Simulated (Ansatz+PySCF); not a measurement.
## triplet BHO2 in separate pieces: levels of theory in one basis

```xyz
4

O     0.0000    0.0000   -2.1389
O     0.0000    0.0000    2.1389
B    30.0000    0.0000   -0.2087
H    30.0000    0.0000    1.0436
```

Basis set: 6-31G (spherical functions). Left uncorrelated: 3 orbitals. Correlation on ROHF uses semicanonical orbitals with singles. Charge 0, multiplicity 3.

Computed with Ansatz (development build ahead of 0.2.0); the reference of a correlated method needn't be the lowest determinant of its kind. NEVPT2 correlates all electrons. Active spaces start from the frontier orbitals, and the lowest solution found is given.

| method | E − E(ROHF) (eV) | <S²> of the determinant |
| --- | --- | --- |
| ROHF | 0.00 | 2.00 |
| UHF | -3.17 | 4.01 |
| ROHF-MP2 | -4.24 | – |
| ROHF-CCSD | -5.82 | – |
| UHF-CCSD | -7.25 | 4.01 |
| ROHF-CCSD(T) | -6.00 | – |
| UHF-CCSD(T) | -7.28 | 4.01 |
| CASSCF(6,6) | -3.81 | – |
| CASSCF(4,4) | -3.33 | – |
| SC-NEVPT2(6,6) | -7.34 | – |
| SC-NEVPT2(4,4) | -7.19 | – |

Task: What does UHF-MP2 give on the same scale?

Result: -6.50 eV.

Task: Is a single determinant a sound starting point here?

Result: It is doubtful. Unrestricted orbitals lower Hartree–Fock by 3.17 eV and <S²> is 4.01 where a pure state has 2.00, a sign of strong static correlation. The CASSCF(6,6) natural occupations are 1.92, 1.00, 1.00, 1.00, 1.00, 0.08. The CASSCF(4,4) natural occupations are 1.00, 1.00, 1.00, 1.00.

Caution for ROHF, ROHF-MP2, ROHF-CCSD, ROHF-CCSD(T): an unrestricted determinant lies well below. Caution for UHF, UHF-MP2, UHF-CCSD, UHF-CCSD(T): the unrestricted determinant is a mixture of spin states. Caution for ROHF-MP2, ROHF-CCSD, ROHF-CCSD(T): large amplitudes, a single reference is doubtful. Caution for UHF-MP2, UHF-CCSD, UHF-CCSD(T): bonds are stretched, where a single reference can fail. Caution for ROHF-CCSD(T): the program finds a lower state of this spin; the program doubts this total. Caution for CASSCF(6,6), CASSCF(4,4), SC-NEVPT2(6,6), SC-NEVPT2(4,4): other starts end on other solutions of this active space.
